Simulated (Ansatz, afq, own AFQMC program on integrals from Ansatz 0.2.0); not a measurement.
## Where AFQMC and coupled cluster stand for V⁺, quintet

A free V cation.

Basis def2-SVP. Noble-gas cores (and the filled d shells of Ga–Kr and In–Xe) are frozen. Integrals, coupled cluster, full CI and functionals: Ansatz 0.2.0; the random walks run on the same integrals in our own AFQMC program. The CISD trial takes its coefficients from CCSD amplitudes. Released means that phaseless walkers are propagated on without the constraint, phases kept. Uncertainties: one standard error, sampling alone. The metal's outer-core s and p shells are frozen, which shifts wave-function levels against functionals.

Determinant: UHF, the one that the program's search chose, which needn't be the lowest solution.

Full CI on the same integrals is exact in this basis and with this determinant's frozen core.

Cautions: no relativity below Rb; outer-core shells of the metal frozen; the search met a lower determinant of the same kind, perhaps of another symmetry (363 meV lower); the released energies move by 1.5 errors or more from one time to the next, so no released level is given (meV from the phaseless value at times in 1/Eh: -5.5 ± 2.1 at 0.24, -4.4 ± 2.4 at 0.51, -9.1 ± 2.3 at 0.99, -19 ± 4 at 1.62, -7 ± 4 at 2.40), though the last usable value meets full CI within the noise.

The T1 diagnostic is 0.0051, the weight of the determinant in the CISD state is 0.986 and the ⟨S²⟩ of the determinant is 6.001. The size of the correlated space is 4 electrons in 22 orbitals.

```tsv
level	correlation energy (eV)
MP2	-0.8323
CCSD	-0.9867
CCSD(T)	-0.9947
```

(1) Estimate where phaseless AFQMC with a CISD trial lies against CCSD(T) on the same integrals.

(1) 0.22 ± 0.07 mEh above CCSD(T).

Reference: full CI, correlation energy -0.997 eV.

| level | E − E(reference) (mEh) | share of correlation (%) |
| --- | --- | --- |
| CCSD(T) | 0.09 | 99.76 |
| CCSDT | 0.00 | 100.01 |
| CCSDT(Q) | 0.00 | 100.01 |
| ph-AFQMC/CISD | 0.30 ± 0.07 | 99.17 |

CCSDT and higher add their correlation energy to the determinant of the CCSD(T) run, since their own runs factorise the integrals more tightly (a shift of under 2 meV).
